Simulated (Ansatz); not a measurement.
Results of the Gaussian-basis code of Ansatz.

A structure relaxed at PBE0-D4/def2-TZVP, charge 0, multiplicity 1:

Cartesian coordinates in Å:
```
Si 0.009 0.009 0.395
S 0.114 1.033 -1.430
S -0.179 -1.098 -1.374
H -1.195 0.197 1.229
H 1.251 -0.141 1.180
```

Q: Give its formula and SMILES.

A: H2S2Si, `[SiH2]1SS1`.

Q: Point group (tolerance 0.08 Å, 0.16 Å for H)?

A: C2v.

Q: Summarise the bond lengths by kind.

A: 2 × S–Si 2.095 Å; 2 × H–Si 1.477 Å; 1 × S–S 2.151 Å.
